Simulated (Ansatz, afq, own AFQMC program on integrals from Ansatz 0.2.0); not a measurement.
Where AFQMC and coupled cluster stand for BNH$_{2}$, singlet

```xyz
4

B     0.0000    0.0000    0.9623
N     0.0000    0.0000   -0.5724
H     0.0000    0.9521   -1.1839
H     0.0000   -0.9521   -1.1839
```

Connectivity, by distances: B–NH2.

Basis cc-pVDZ. Noble-gas cores (and the filled d shells of Ga–Kr and In–Xe) are frozen. Integrals, coupled cluster, full CI and functionals: Ansatz 0.2.0; the random walks run on the same integrals in our own AFQMC program. ph-AFQMC/CISD is guided by a CISD state made of CCSD amplitudes; releasing the constraint for a short imaginary time cuts its bias at the price of noise, slowly where states lie close. ± is one standard error of the sampling.

Determinant: RHF, the one that the program's search chose, which needn't be the lowest solution. The geometry is a point of a scan.

No full CI on the walks' own integrals is used here; CCSDT(Q) serves as the reference and is uncertain by about the last step of the cluster series.

Cautions: higher spins were not checked; restricted determinant unstable towards unrestricted (UHF 49 meV lower, ⟨S²⟩ 0.26); raised T1 diagnostic (T1 0.020, weight of the determinant 0.87, largest double 0.13).

```
T1 diagnostic                               : 0.0202
weight of the determinant in the CISD state : 0.867
size of the correlated space                : 10 electrons in 36 orbitals
```

Reference: CCSDT(Q), correlation energy -7.638 eV. The released energy is read at 2.40 1/Eh (meV from the phaseless value at times in 1/Eh: -17 ± 25 at 0.24, -11 ± 24 at 0.51, -6 ± 16 at 0.99, 0 ± 15 at 1.62, 2 ± 23 at 2.40).

```csv
level,E − E(reference) (kJ/mol),share of correlation (%)
HF,736.9,0.00
MP2,101.8,86.19
CCSD,27.7,96.24
CCSD(T),4.4,99.41
CCSDT,2.3,99.69
ph-AFQMC/CISD,-0.7 ± 2.3,100.10
released AFQMC,-0.6 ± 2.2,100.08
```

A walk keeps the symmetry of its determinant, which the program's search chose and which needn't be the lowest solution, so a lower state of the same spin and another symmetry isn't excluded. Released energies are given only where the last usable release times agree within the noise; a slower fall can still hide under it.
